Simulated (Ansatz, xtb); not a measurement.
## Isomers of C3N in order of energy

3 gas-phase structures of C3N, found in a search over its isomers (lower ones may exist). Each was relaxed with GFN2-xTB:

A. `[C]#C[N+]#[C-]`, a doublet
B. `[C]=C1[C]=N1`, a doublet
C. `[C]#CC#N`, a doublet

Q: Estimate their order in r2SCAN-D4/def2-SVP energy at these geometries, lowest first.

A: Calculated order at r2SCAN-D4/def2-SVP: C (0.0), A (107.8), B (220.9) kJ/mol.

Energies above the lowest of each column, in kJ/mol; the last columns are at PBE0-D3(BJ)/def2-SVP geometries:

```tsv
structure	GFN2-xTB	HF/STO-3G	r2SCAN-D4/def2-SVP	PBE0-D3(BJ)/def2-SVP	CCSD(T)/def2-SVP
C	0.0	0.0	0.0	0.0	0.0
A	87.1	143.8	107.8	102.1	109.6
B	268.8	367.6	220.9	204.5	236.5
```

Every level run on C puts it lowest or level with the lowest. Frequencies (PBE0-D3(BJ)/def2-SVP) were run for B, C alone. Open shells are spin-unrestricted, some with notable spin contamination. Large T1 diagnostics make some coupled-cluster values less sure.

Programs: Ansatz 0.2.0, xtb 6.7.1.
